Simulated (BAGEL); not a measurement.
# A workflow on BH3O2 (SMILES OBO)

We compute a single-point energy (HF/6-31G*), then the energy (NEVPT2(2,2)/6-31G*), then the energy (CASPT2(2,2)/6-31G*) of BH3O2. 

The calculation is run with BAGEL 1.2.2.

2 further runs of the same task are left out: 2 set aside as unsound or not needed.

## (1) The molecule

The species is BH3O2 (6 atoms), meant as a singlet with charge 0. SMILES: `OBO`. One bond was lengthened or shortened from a relaxed shape.

Bond lengths: O1–B2 1.356 Å, B2–O3 1.153 Å, O1–H4 0.958 Å, B2–H5 1.204 Å, O3–H6 0.958 Å. Angles: O1–B2–O3 116.8°, O1–B2–H5 121.6°, O3–B2–H5 121.6°, B2–O1–H4 112.7°, B2–O3–H6 112.7°.

## (2) The energy at HF/6-31G(d) (density fitting with svp-jkfit, spherical functions) (run 1)

input.json reads:

```json
{ "bagel" : [

{
  "title" : "molecule",
  "basis" : "6-31gs.json",
  "df_basis" : "svp-jkfit",
  "geometry" : [
    { "atom" : "O", "xyz" : [ -2.07212627, -1.01438042, -0.12275661 ] },
    { "atom" : "B", "xyz" : [  0.24411104,  0.02988224,  0.21531539 ] },
    { "atom" : "O", "xyz" : [  1.09717499, -0.10166727,  2.21570388 ] },
    { "atom" : "H", "xyz" : [ -2.67400404, -0.84241534, -1.82124245 ] },
    { "atom" : "H", "xyz" : [  1.35583692,  1.04561003, -1.49148524 ] },
    { "atom" : "H", "xyz" : [  2.73103220,  0.66915202,  2.32965437 ] }
  ]
},
{ "title" : "hf" },
{ "title" : "print", "file" : "orbitals.molden", "orbitals" : true }

]}
```

The basis set 6-31G* is read from a file made from the Basis Set Exchange's data (not shown).

Run with:

```console
$ BAGEL_NUM_THREADS=1 BAGEL input.json > input.out
```

The program printed:

```text
* using 1 threads per process

  ===============================================================
  ===============================================================

  *** Geometry ***

  { "atom" : "O", "xyz" : [     -2.072126,     -1.014380,     -0.122757 ] },
  { "atom" : "B", "xyz" : [      0.244111,      0.029882,      0.215315 ] },
  { "atom" : "O", "xyz" : [      1.097175,     -0.101667,      2.215704 ] },
  { "atom" : "H", "xyz" : [     -2.674004,     -0.842415,     -1.821242 ] },
  { "atom" : "H", "xyz" : [      1.355837,      1.045610,     -1.491485 ] },
  { "atom" : "H", "xyz" : [      2.731032,      0.669152,      2.329654 ] },

  Number of auxiliary basis functions:      283

  Since a DF basis is specified, we compute 2- and 3-index integrals:
    o Being stored without compression. Storage requirement is 0.005 GB

  Number of basis functions:       48
  Number of electrons      :       24

    * METHOD: MOLECULE                             0.06

  *** RHF ***

  === Nuclear Repulsion ===
    71.1124293777

      * DIIS with orbital gradients will be used.

  === RHF iteration (6-31gs.json) ===
      0       -175.95147988          0.03930155           0.01
      1       -176.11940780          0.02294948           0.01
      2       -176.19519354          0.00223229           0.01
      3       -176.19616131          0.00051009           0.01
      4       -176.19620172          0.00014415           0.01
      5       -176.19620613          0.00004091           0.01
      6       -176.19620653          0.00001314           0.01
      7       -176.19620659          0.00000241           0.01
      8       -176.19620660          0.00000060           0.01
      9       -176.19620660          0.00000024           0.01
     10       -176.19620660          0.00000007           0.01
     11       -176.19620660          0.00000002           0.01
     12       -176.19620660          0.00000001           0.01
    * SCF iteration converged.

    * Permanent dipole moment:
           (   -0.732057,    -0.481232,     0.442687) a.u.

    * METHOD: HF                                   0.16

    * METHOD: PRINT                                0.01

  ===============================================================
```

Run time: 0.36 s. Hardware: 1 thread of Arm Neoverse V1, shared host; peak memory 0.083 GiB.

## (3) The energy at NEVPT2(2,2)/6-31G(d) (density fitting with svp-jkfit, spherical functions) (run 2)

input.json reads:

```json
{ "bagel": [

{
  "title": "molecule",
  "basis": "6-31gs.json",
  "df_basis": "svp-jkfit",
  "geometry": [
    { "atom": "O", "xyz": [    -2.07212627,    -1.01438042,    -0.12275661 ] },
    { "atom": "B", "xyz": [     0.24411104,     0.02988224,     0.21531539 ] },
    { "atom": "O", "xyz": [     1.09717499,    -0.10166727,     2.21570388 ] },
    { "atom": "H", "xyz": [    -2.67400404,    -0.84241534,    -1.82124245 ] },
    { "atom": "H", "xyz": [     1.35583692,     1.04561003,    -1.49148524 ] },
    { "atom": "H", "xyz": [     2.73103220,     0.66915202,     2.32965437 ] }
  ]
},

{ "title": "hf" },

{ "title": "casscf", "nstate": 1, "nact": 2, "nclosed": 11, "active": [4, 17], "maxiter": 200, "natocc": true },

{ "title": "nevpt2", "nstate": 1, "nact": 2, "nclosed": 11, "active": [4, 17], "maxiter": 200, "natocc": true, "ncore": 3 },

{ "title": "print", "file": "orbitals.molden", "orbitals": true }

]}
```

The basis set 6-31G* is read from a file made from the Basis Set Exchange's data (not shown).

Run with:

```console
$ BAGEL_NUM_THREADS=1 BAGEL input.json > input.out
```

The program printed:

```text
* using 1 threads per process

  ===============================================================
  ===============================================================

  *** Geometry ***

  { "atom" : "O", "xyz" : [     -2.072126,     -1.014380,     -0.122757 ] },
  { "atom" : "B", "xyz" : [      0.244111,      0.029882,      0.215315 ] },
  { "atom" : "O", "xyz" : [      1.097175,     -0.101667,      2.215704 ] },
  { "atom" : "H", "xyz" : [     -2.674004,     -0.842415,     -1.821242 ] },
  { "atom" : "H", "xyz" : [      1.355837,      1.045610,     -1.491485 ] },
  { "atom" : "H", "xyz" : [      2.731032,      0.669152,      2.329654 ] },

  Number of auxiliary basis functions:      283

  Since a DF basis is specified, we compute 2- and 3-index integrals:
    o Being stored without compression. Storage requirement is 0.005 GB

  Number of basis functions:       48
  Number of electrons      :       24

    * METHOD: MOLECULE                             0.06

  *** RHF ***

  === Nuclear Repulsion ===
    71.1124293777

      * DIIS with orbital gradients will be used.

  === RHF iteration (6-31gs.json) ===
      0       -175.95147988          0.03930155           0.01
      1       -176.11940780          0.02294948           0.01
      2       -176.19519354          0.00223229           0.01
      3       -176.19616131          0.00051009           0.01
      4       -176.19620172          0.00014415           0.01
      5       -176.19620613          0.00004091           0.01
[... 5 lines of this table left out ...]
     11       -176.19620660          0.00000002           0.01
     12       -176.19620660          0.00000001           0.01
    * SCF iteration converged.

    * Permanent dipole moment:
           (   -0.732057,    -0.481232,     0.442687) a.u.

    * METHOD: HF                                   0.16

  ---------------------------
      CASSCF calculation
  ---------------------------

    ==== Active orbitals : =====
         Orbital 4
         Orbital 17
    ============================

    * nstate   :      1
    * nclosed  :     11
    * nact     :      2
    * nvirt    :     35
  === CASSCF iteration (6-31gs.json) ===

    * Using the second-order algorithm

      0  0      -176.19622084     1.00e-05      0.01

      1  0      -176.19634494     6.60e-05      0.03

      2  0      -176.19995169     6.69e-04      0.04

[... 19 lines of this table left out ...]

     13  0      -176.20636166     4.87e-09      0.06

    * Second-order optimization converged. *

     guess   0:   closed 1.                   open ..

  === FCI iteration ===

      0  0      -176.19617715     9.45e-02      0.00
      1  0      -176.20635990     9.19e-04      0.00
      2  0 *    -176.20636166     1.15e-15      0.00

     * ci vector, state   0, <S^2> = 0.0000
       2.     0.9985509793
       .2    -0.0538139551

    * METHOD: CASSCF                               0.85

    * freezing 3 orbitals

  === DF-NEVPT2 calculation ===

    * 3-index integral transformation done
    * assembly done

      NEVPT2 correlation energy:   -0.4085967897      0.04

          (+0)     -0.3312299750
          (+0)'    -0.0369548332
          (+1)     -0.0039715078
          (+1)'     0.0000000000
          (+2)     -0.0003535747
          (-1)     -0.0308548034
          (-1)'     0.0000000000
          (-2)     -0.0052320956

      NEVPT2 total energy:       -176.6149584533

    * METHOD: NEVPT2                               0.06

    * METHOD: PRINT                                0.01

  ===============================================================
```

Run time: 1.3 s. Hardware: 1 thread of Arm Neoverse V1, shared host; peak memory 0.14 GiB.

## (4) The energy at CASPT2(2,2)/6-31G(d) (density fitting with svp-jkfit, spherical functions) (run 3)

job.json reads:

```json
{ "bagel" : [

{
  "title" : "molecule",
  "basis" : "6-31gs.json",
  "df_basis" : "svp-jkfit",
  "geometry" : [
    { "atom" : "O", "xyz" : [ -2.07212627, -1.01438042, -0.12275661 ] },
    { "atom" : "B", "xyz" : [  0.24411104,  0.02988224,  0.21531539 ] },
    { "atom" : "O", "xyz" : [  1.09717499, -0.10166727,  2.21570388 ] },
    { "atom" : "H", "xyz" : [ -2.67400404, -0.84241534, -1.82124245 ] },
    { "atom" : "H", "xyz" : [  1.35583692,  1.04561003, -1.49148524 ] },
    { "atom" : "H", "xyz" : [  2.73103220,  0.66915202,  2.32965437 ] }
  ]
},
{
  "title" : "hf"
},
{
  "title" : "casscf",
  "nstate" : 1,
  "nact" : 2,
  "nclosed" : 11,
  "active" : [4, 17],
  "maxiter" : 200,
  "natocc" : "true"
},
{
  "title" : "print",
  "file" : "orbitals.molden",
  "orbitals" : "true"
},
{
  "title" : "smith",
  "method" : "caspt2",
  "ms" : "true",
  "xms" : "true",
  "sssr" : "true",
  "shift" : 0.2,
  "shift_imag" : "true",
  "ncore" : 3
}

]}
```

The basis set 6-31G* is read from a file made from the Basis Set Exchange's data (not shown).

Run with:

```console
$ BAGEL_NUM_THREADS=1 BAGEL job.json > job.out
```

The program printed:

```text
* using 1 threads per process

  ===============================================================
  ===============================================================

  *** Geometry ***

  { "atom" : "O", "xyz" : [     -2.072126,     -1.014380,     -0.122757 ] },
  { "atom" : "B", "xyz" : [      0.244111,      0.029882,      0.215315 ] },
  { "atom" : "O", "xyz" : [      1.097175,     -0.101667,      2.215704 ] },
  { "atom" : "H", "xyz" : [     -2.674004,     -0.842415,     -1.821242 ] },
  { "atom" : "H", "xyz" : [      1.355837,      1.045610,     -1.491485 ] },
  { "atom" : "H", "xyz" : [      2.731032,      0.669152,      2.329654 ] },

  Number of auxiliary basis functions:      283

  Since a DF basis is specified, we compute 2- and 3-index integrals:
    o Being stored without compression. Storage requirement is 0.005 GB

  Number of basis functions:       48
  Number of electrons      :       24

    * METHOD: MOLECULE                             0.06

  *** RHF ***

  === Nuclear Repulsion ===
    71.1124293777

[... 8 lines left out ...]
    * SCF iteration converged.
[... 1 line left out ...]
    * Permanent dipole moment:
[... 27 lines left out ...]
    * Second-order optimization converged. *
[... 9 lines left out ...]
     * ci vector, state   0, <S^2> = 0.0000
[... 16 lines left out ...]
    * Zeroth order energy : state  0       -1.8644086958

    * CASPT2 iteration is performed using orthogonal basis

      -------------------------------------------  CASPT2 iteration  ---------------------------------------------------
       #      aibj      arbs      arbi      airj      risj      airs      arst      rist         Etot      error   time
      ------------------------------------------------------------------------------------------------------------------

       0  -0.33186  -0.00622  -0.03148  -0.00468  -0.00046  -0.03232  -0.00000  -0.00000   -0.4070230  0.0049980   0.02
       1  -0.33264  -0.00635  -0.03187  -0.00493  -0.00052  -0.03375  -0.00000   0.00000   -0.4100631  0.0010090   0.02
       2  -0.33278  -0.00636  -0.03179  -0.00496  -0.00053  -0.03385  -0.00000  -0.00000   -0.4102751  0.0002447   0.02
[... 4 lines of this table left out ...]
       7  -0.33278  -0.00636  -0.03180  -0.00494  -0.00053  -0.03388  -0.00000  -0.00000   -0.4102837  0.0000003   0.02

      ------------------------------------------------------------------------------------------------------------------

    * CASPT2 energy : state  0     -176.6179864458
        w/o shift correction       -176.6166453916
        reference weight              0.8993929038

    * METHOD: SMITH                                0.19

  ===============================================================
```

Run time: 1.4 s. Hardware: 1 thread of Arm Neoverse V1, shared host; peak memory 0.15 GiB.

## (5) Outcome

```
                               quantity          value
         run 1, HF/6-31G*: total energy  -176.19621 Eh
        run 1, HF/6-31G*: dipole moment         2.49 D
          run 1, HF/6-31G*: HOMO energy      -12.63 eV
          run 1, HF/6-31G*: LUMO energy        5.88 eV
        run 1, HF/6-31G*: HOMO–LUMO gap       18.51 eV
run 2, NEVPT2(2,2)/6-31G*: total energy  -176.61496 Eh
run 3, CASPT2(2,2)/6-31G*: total energy  -176.61799 Eh
```
